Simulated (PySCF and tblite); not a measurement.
The numbers below are computed, except where a source is named.
C₄H₆O, numbered as in [CH:1]#[C:2][CH2:3][CH2:4][OH:5]. Level: PBE0-D3(BJ)/def2-TZVP//PBE0-D3(BJ)/def2-SVP, thermal terms from GFN2-xTB, symmetry numbers and mirror pairs counted. Conformers within 4 kcal/mol (GFN2-xTB free energy) were kept, 7 at most. GIAO shieldings: PBE0/pcSseg-2. Shifts are against TMS (¹H), TMS (¹³C) at the same level. Programs: PySCF with density fitting and tblite.

Torsions listed: C2–C3–C4–O5, C3–C4–O5–H5. Of a mirror pair one member is shown.

| conformer | shape | point group | mirror pair | ΔE(DFT) | Δ(G−E) at 298.15 K | δ C2 (ppm) |
| --- | --- | --- | --- | --- | --- | --- |
| 1 | 60°, -57° | C1 | yes | 0.00 | 0.00 | 88.7 |
| 2 | -179°, -178° | Cs | no | 1.50 | -0.29 | 86.7 |
| 3 | -178°, -68° | C1 | yes | 1.51 | -0.10 | 85.5 |
| 4 | -58°, -57° | C1 | yes | 2.59 | -0.18 | 87.6 |
| 5 | 66°, -164° | C1 | yes | 2.66 | -0.36 | 89.2 |

Energies in kcal/mol; the thermal term leaves out symmetry numbers and mirror images.

Question: Work out the weights at 298.15 K and the ¹³C shift of C2 under fast exchange.

Answer: RT = 0.592 kcal/mol. Each conformer gets RT ln(σ/g), with σ the rotational symmetry number and g = 2 for a mirror pair: 1: σ = 1, g = 2, G = 0.00 + 0.00 − 0.41 = -0.41, 0.00 above the lowest, exp(−ΔG/RT) = 1.000; 2: σ = 1, g = 1, G = 1.50 − 0.29 + 0.00 = 1.21, 1.62 above the lowest, exp(−ΔG/RT) = 0.065; 3: σ = 1, g = 2, G = 1.51 − 0.10 − 0.41 = 1.00, 1.41 above the lowest, exp(−ΔG/RT) = 0.093; 4: σ = 1, g = 2, G = 2.59 − 0.18 − 0.41 = 2.00, 2.41 above the lowest, exp(−ΔG/RT) = 0.017; 5: σ = 1, g = 2, G = 2.66 − 0.36 − 0.41 = 1.89, 2.30 above the lowest, exp(−ΔG/RT) = 0.021. The sum is 1.195, so the weights are 83.7, 5.5, 7.7, 1.4, 1.7 %. The averaged shift is 88.3 ppm. At 298.15 K the leading conformer alone gives 88.7 ppm and bare DFT energies give 88.3 ppm.
